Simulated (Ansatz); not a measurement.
Basis-set extrapolation for BClH$_{2}$N, SMILES `N[B]Cl` radical (PBE0-D4/def2-TZVP geometry, frozen core, the Gaussian-basis code of Ansatz). Multiplicity 2, UHF reference.

```json
{"": "HF", "def2-TZVPP": "-539.874731", "def2-QZVPP": "-539.891273"}
{"": "MP2 correlation", "def2-TZVPP": "-0.474744", "def2-QZVPP": "-0.514884"}
{"": "CCSD(T) correlation", "def2-TZVPP": "-0.524296", "def2-QZVPP": "not run"}
```

Energies in hartree. Use E(X) = E(∞) + A·exp(−7.88·√X) for Hartree–Fock and E(X) = E(∞) + B·X^(−2.97) for correlation, with X = 3 and 4, and add CCSD(T) minus MP2 of the smaller set to the MP2 limit.

Q: What is the CCSD(T) energy at the basis-set limit?

A: HF limit: -539.891273 + (-0.016542) × 0.13774 = -539.89355. MP2 limit: -0.514884 + (-0.040140) × 0.74074 = -0.54462. Higher-order term: -0.524296 − (-0.474744) = -0.04955. Total: -540.48772 hartree, 232.9 kJ/mol below CCSD(T)/def2-TZVPP.
